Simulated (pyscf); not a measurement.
PySCF, gas phase, ωB97X-D3(BJ)/def2-SVP geometries.

Q: Estimate the classical barrier height and the reaction energy of HO–SiH₂–O–Zn–Cl (SMILES O[SiH2][O][Zn][Cl]) + H₂ (SMILES [H][H]) -> HO–SiH₃ (SMILES O[SiH3]) + HO–Zn–Cl (SMILES [OH][Zn][Cl]) at ωB97M-D3(BJ)/def2-TZVP. The step runs on the singlet surface, breaks O–Zn, H–H, O–Si and forms H–O, O–Zn, H–Si; take the separated reactants as zero.

A: ΔE‡ = 152.6 kJ/mol, ΔE = +118.3 kJ/mol. Zero-point energy shifts the barrier by +11.2 kJ/mol. It is a multi-bond step, with an imaginary mode of 1532i cm⁻¹. On the reactant side the descent ends in an adduct with a O–Zn, Si–Zn contact (not fully relaxed), 3.7 kJ/mol under the separated species and 158.5 kJ/mol under the saddle at ωB97X-D3(BJ)/def2-TZVP. On the product side the descent ends in an adduct with a O–Zn, O–Si contact, 79.5 kJ/mol under the separated species and 103.4 kJ/mol under the saddle at ωB97X-D3(BJ)/def2-TZVP. What is counted as formed (O–Zn) is already present as a longer contact in the reactant adduct; forming that adduct is a step of its own. What is counted as broken (O–Zn, O–Si) persists as a longer contact in the product adduct; parting that adduct is a step of its own. At the saddle there is also a short H–Si contact that neither side keeps. HO–SiH₂–O–Zn–Cl is closed by a dative O–Zn, Si–Zn contact. This is the saddle that the search found; another between the same sides may lie lower. Elements up to Kr have no core potential and no relativistic terms here.
